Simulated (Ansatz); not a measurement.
Debugging a search for lower mean-field states of CH3B, SMILES B[CH] (the Ansatz DFT code, driven from Python).

The script, `states_ch3b.py`:
```python
"""Does a wider search find a lower mean-field state of CH3B?"""

import ansatz as az
from ase import Atoms
import numpy as np

BASIS_SET = "def2-SVP"
FUNCTIONAL = "HF"


def main() -> None:
    atoms = Atoms(["B", "C", "H", "H", "H"], positions=[
        (-0.5119, -0.0007, 0.0636),
        (0.9797, -0.4768, 0.3093),
        (-1.3142, -0.7629, -0.3492),
        (-0.8222, 1.1153, 0.2949),
        (1.6686, 0.125, -0.3185),
    ])
    ch3b = az.Crystal.molecule_from_ase(atoms)
    symbols = [site.symbol for site in ch3b.cartesian_sites]

    start = np.array([site.position_ang for site in ch3b.cartesian_sites])
    for factor in [1.0, 1.5]:
        xyz = (start - start.mean(axis=0)) * factor
        scaled = az.Crystal.molecule()
        for symbol, place in zip(symbols, xyz):
            scaled = scaled.atom(symbol, place.tolist())
        base = scaled.basis(gaussian=BASIS_SET).functional(FUNCTIONAL).spin("collinear", total=2)
        for search in ("off", "standard"):
            try:
                data = base.scf(lower_state_search=search).run(threads=1, pin="off").report
            except az.AnsatzError as error:
                print(f"x{factor} search {search}: {type(error).__name__}")
                continue
            state = data["mean_field"]["state"]
            print(f"all distances x{factor}, search {search:8s} E = {data['free_energy_ev']:.5f} eV  <S^2> = {abs(state['spin_squared']):.3f}  other states met: {len(data['mean_field']['others'])}")


if __name__ == "__main__":
    main()
```

Output of `python states_ch3b.py`:
```text
Traceback (most recent call last):
  File "states_ch3b.py", line 40, in <module>
    main()
    ~~~~^^
  File "states_ch3b.py", line 28, in main
    base = scaled.basis(gaussian=BASIS_SET).functional(FUNCTIONAL).spin("collinear", total=2)
           ^^^^^^^^^^^^
AttributeError: 'Crystal' object has no attribute 'basis'
```

Why does it end like this?

The fault: settings are called on the crystal, without .calculation(). The change:

```diff
--- before
+++ after
@@ -27,3 +27,3 @@
             scaled = scaled.atom(symbol, place.tolist())
-        base = scaled.basis(gaussian=BASIS_SET).functional(FUNCTIONAL).spin("collinear", total=2)
+        base = scaled.calculation().basis(gaussian=BASIS_SET).functional(FUNCTIONAL).spin("collinear", total=2)
         for search in ("off", "standard"):
```

The mended script runs so:

```console
$ python states_ch3b.py
all distances x1.0, search off      E = -1744.88874 eV  <S^2> = 2.019  other states met: 0
all distances x1.0, search standard E = -1744.88874 eV  <S^2> = 2.019  other states met: 0
all distances x1.5, search off      E = -1735.67676 eV  <S^2> = 2.434  other states met: 0
all distances x1.5, search standard E = -1735.67676 eV  <S^2> = 2.434  other states met: 1
```

Notes:
- Total energies depend on the basis set; only differences at equal settings carry meaning.
- The count of other states can hold repeated and symmetry-equivalent ends of the search; scaling all distances is a test, and for more than two atoms no physical path.
- The geometry comes from a force field and isn't relaxed at this level.
- The species is open-shell (spin multiplicity 3).
- The expectation value of S² is noticeably off S(S+1) in at least one run, so that state is spin-contaminated.
- Wall time of the script: 1.3 s on 1 thread of Intel(R) Xeon(R) Platinum 8488C (Sapphire Rapids) (shared host), peak memory 0.16 GiB.

(Lines on the test bed's own set-up are left out of the output.)
